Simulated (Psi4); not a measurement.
# UMP3/cc-pVTZ run of NO2 (nitrogen dioxide)

What is the energy change on altering one bond length of NO2 (nitrogen dioxide) at UMP3/cc-pVTZ? 

The calculation is run with Psi4 1.11.

2 further runs of the same task are left out: 1 that didn't finish, 1 set aside as unsound or not needed.

**1. The structure to begin with**

NO2: 3 atoms, total charge 0, spin state doublet. As SMILES, `[O]N=O`. The coordinates come from a PBE0-D4/def2-TZVP relaxation.

Bond lengths: O1–N2 1.183 Å, N2–O3 1.183 Å. Angles: O1–N2–O3 134.8°.

**2. The energy at UMP3/cc-pVTZ**

Input file calc.inp:

```
memory 2.2 GB

molecule m {
  0 2
  O      0.209760    -1.082190     0.000620
  N     -0.265470    -0.009110    -0.145890
  O      0.055690     1.091300     0.145270
  symmetry c1
}

set {
  reference uhf
  puream true
  e_convergence 1e-09
  d_convergence 1e-08
  scf_type pk
  num_frozen_docc 3
  maxiter 100
  mp_type conv
}

e, wfn = energy("mp3/cc-pVTZ", return_wfn=True)
```

Started as:

```console
$ psi4 calc.inp calc.out -n 1
```

calc.out:

```text
[...]
  Running in c1 symmetry.
[...]
  Nuclear repulsion =   65.620562169471711
[...]
  Multiplicity = 2
[...]
  Nalpha       = 12
  Nbeta        = 11
[...]
    Number of basis functions: 90
[...]
   @UHF iter   1:  -204.01046997759533   -4.60958e-01   5.85975e-03 DIIS/ADIIS
[...]
   @UHF iter  16:  -204.11274469375431   -7.58860e-12   6.49892e-09 DIIS
[...]
   @S^2 Observed:                7.691570219E-01
[...]
    Orbital Energies [Eh]
    ---------------------
    Alpha Occupied:
       1A    -20.683120     2A    -20.683070     3A    -15.874976
       4A     -1.687416     5A     -1.505309     6A     -0.967369
       7A     -0.839460     8A     -0.805923     9A     -0.770681
      10A     -0.596586    11A     -0.528700    12A     -0.497007
    Alpha Virtual:
      13A      0.085394    14A      0.377602    15A      0.429221
      16A      0.540748    17A      0.565694    18A      0.592989
      19A      0.670245    20A      0.734883    21A      0.779439
      22A      0.795025    23A      0.819505    24A      0.845937
      25A      0.848716    26A      1.120579    27A      1.121781
[...]
  @UHF Final Energy:  -204.11274469375431
   => Energetics <=
    Nuclear Repulsion Energy =             65.6205621694717109
    One-Electron Energy =                -409.5949572181635858
    Two-Electron Energy =                 139.8616503549375523
    Total Energy =                       -204.1127446937543084
  UHF NO Occupations:
  HONO-2 :   10  A 1.9969964
  HONO-1 :   11  A 1.9946319
[...]
 Multipole Moments:
 ------------------------------------------------------------------------------------
     Multipole            Electronic (a.u.)      Nuclear  (a.u.)        Total (a.u.)
 ------------------------------------------------------------------------------------
 L = 1.  Multiply by 2.5417464519 to convert [e a0] to [Debye]
 Dipole X            :         -0.2686503            0.0022473           -0.2664030
 Dipole Y            :         -0.0081251            0.0000679           -0.0080573
 Dipole Z            :          0.0000000            0.0000000            0.0000000
 Magnitude           :                                                    0.2665248
[...]
	SCS-MP2 Total Energy (a.u.)        :  -204.75317850352943
	SOS-MP2 Total Energy (a.u.)        :  -204.74049746005028
[...]
	SOS-PI-MP2 Total Energy (a.u.)     :  -204.78878613438073
[...]
	MP2 Total Energy (a.u.)            :  -204.77854059048778
[...]
	SCS-MP3 Total Energy (a.u.)        :  -204.74676830449769
[...]
	MP3 Total Energy (a.u.)            :  -204.75289979436084
[...]
```

Wall time 18 s (1 thread of Intel Xeon Platinum 8259CL at 2.50GHz (Skylake/Cascade Lake), shared host); peak memory 0.84 GiB.

**3. The distorted shape, same level**

Input file input.inp:

```
memory 2200 MB

molecule m {
  0 2
  O      0.113421    -1.412283    -0.086720
  N     -0.361809    -0.339203    -0.233230
  O      0.055690     1.091300     0.145270
  units angstrom
  symmetry c1
}

set reference uhf
set puream true
set e_convergence 1e-09
set d_convergence 1e-08
set scf_type pk
set num_frozen_docc 3
set maxiter 100
set mp_type conv
set soscf true
set soscf_start_convergence 0.001

e_tot, wfn = energy("mp3/cc-pVTZ", return_wfn=True)
```

Started as:

```console
$ psi4 input.inp input.out -n 1
```

input.out:

```text
[...]
  Running in c1 symmetry.
[...]
  Nuclear repulsion =   57.796282801768868
[...]
  Multiplicity = 2
[...]
  Nalpha       = 12
  Nbeta        = 11
[...]
    Number of basis functions: 90
[...]
   @UHF iter   1:  -203.80095965106705   -9.99668e-01   7.46209e-03 DIIS/ADIIS
[...]
   @UHF iter  42:  -204.04568067917214   -1.56319e-12   9.78336e-09 SOSCF, nmicro=conv
[...]
   @S^2 Observed:                1.077113735E+00
[...]
    Orbital Energies [Eh]
    ---------------------
    Alpha Occupied:
       1A    -20.722977     2A    -20.672853     3A    -15.833372
       4A     -1.621380     5A     -1.363591     6A     -0.982052
       7A     -0.779043     8A     -0.766946     9A     -0.697372
      10A     -0.611698    11A     -0.547369    12A     -0.474829
    Alpha Virtual:
      13A      0.061717    14A      0.181775    15A      0.395709
      16A      0.567643    17A      0.577771    18A      0.613967
      19A      0.664490    20A      0.743946    21A      0.755407
      22A      0.794084    23A      0.799180    24A      0.848092
      25A      0.854441    26A      1.111244    27A      1.122384
[...]
  @UHF Final Energy:  -204.04568067917214
   => Energetics <=
    Nuclear Repulsion Energy =             57.7962828017688679
    One-Electron Energy =                -394.4236579452834803
    Two-Electron Energy =                 132.5816944643424620
    Total Energy =                       -204.0456806791721363
  UHF NO Occupations:
  HONO-2 :   10  A 1.9264931
  HONO-1 :   11  A 1.9085700
[...]
 Multipole Moments:
 ------------------------------------------------------------------------------------
     Multipole            Electronic (a.u.)      Nuclear  (a.u.)        Total (a.u.)
 ------------------------------------------------------------------------------------
 L = 1.  Multiply by 2.5417464519 to convert [e a0] to [Debye]
 Dipole X            :         -0.0366487            0.0025599           -0.0340888
 Dipole Y            :         -0.3950096            0.0008877           -0.3941220
 Dipole Z            :         -0.0000000            0.0000000           -0.0000000
 Magnitude           :                                                    0.3955934
[...]
	SCS-MP2 Total Energy (a.u.)        :  -204.64667419402730
	SOS-MP2 Total Energy (a.u.)        :  -204.63795785601545
[...]
	SOS-PI-MP2 Total Energy (a.u.)     :  -204.68351763884954
[...]
	MP2 Total Energy (a.u.)            :  -204.66410687005094
[...]
	SCS-MP3 Total Energy (a.u.)        :  -204.64635580321664
[...]
	MP3 Total Energy (a.u.)            :  -204.66283330680824
[...]
```

Wall time 54 s (1 thread of Intel Xeon Platinum 8259CL at 2.50GHz (Skylake/Cascade Lake), shared host); peak memory 0.84 GiB.

**4. Outcome**

Level: UMP3/cc-pVTZ, 3 core orbitals frozen.

```
                                                                   quantity          value
                                                  first shape: total energy  -204.75290 Eh
    first shape: HOMO energy (Hartree–Fock orbitals) (highest over α and β)      -13.51 eV
     first shape: LUMO energy (Hartree–Fock orbitals) (lowest over α and β)        1.24 eV
                   first shape: correlation energy (3 core orbitals frozen)     -640.2 mEh
                             first shape: ⟨S²⟩ of the reference determinant          0.769
                                              distorted shape: total energy  -204.66283 Eh
distorted shape: HOMO energy (Hartree–Fock orbitals) (highest over α and β)      -12.92 eV
 distorted shape: LUMO energy (Hartree–Fock orbitals) (lowest over α and β)        1.68 eV
               distorted shape: correlation energy (3 core orbitals frozen)     -617.2 mEh
                         distorted shape: ⟨S²⟩ of the reference determinant          1.077
          energy change with the N2–O3 bond stretched from 1.183 to 1.538 Å       2.451 eV
```

In words: With the N2–O3 bond stretched from 1.183 to 1.538 Å the energy rises by 2.45 eV (236 kJ/mol). The first shape isn't relaxed at this level, so the change isn't measured from a minimum. ⟨S²⟩ (distorted shape) is 1.08 where a pure doublet has 0.75: the reference is spin-contaminated.
